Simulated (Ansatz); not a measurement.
A made-up structure of CH4NSi (charge -1), closed shell:

```
7
angstrom
C -1.2170 0.4127 -0.7914
Si 0.3425 0.0099 0.2862
N 1.3816 -1.5016 0.3780
H -1.7312 -0.3427 -1.5941
H -1.7449 1.5035 -0.6754
H 0.7326 1.3366 1.2748
H 2.2365 -1.4184 1.1218
```

It is relaxed with PBE-D4/def2-SVPD and then PBE0-D4/def2-TZVPD (Ansatz 0.2.0). Atoms count as bonded within 1.22 times the sum of their covalent radii (H–H: 0.88 Å). The end point is not checked to be a true minimum.

(1) Does its bonding change? (A judgement: the text doesn't fix the answer.)

Results:

(1) Computed: No: no bond forms or breaks.

Where it ends: The first stage lowers the energy by 1.43 eV in 6 steps. It ends as CH₄NSi ([CH2][SiH][NH]), total charge -1:
```
atom    x (Å)    y (Å)    z (Å)
  C1  -1.0867   0.3685  -0.7066
 Si2   0.3058   0.0093   0.2558
  N3   1.2333  -1.3403   0.3371
  H4  -1.5456  -0.3067  -1.4225
  H5  -1.5579   1.3427  -0.6042
  H6   0.6542   1.1933   1.1393
  H7   1.9968  -1.2668   1.0011
```

Labels in which every atom is bracketed show which atoms are joined, not bond orders.

For scale, one of the runs: PBE0-D4/def2-TZVPD relaxation, 153 basis functions, launched by `ansatz run in.yaml --threads 2 --pin off --events-out ev --progress --plain --max-ram 4352MiB`. Hardware: 2 CPU threads of an Intel Xeon 6975P-C, shared host. Wall time about 16 s.
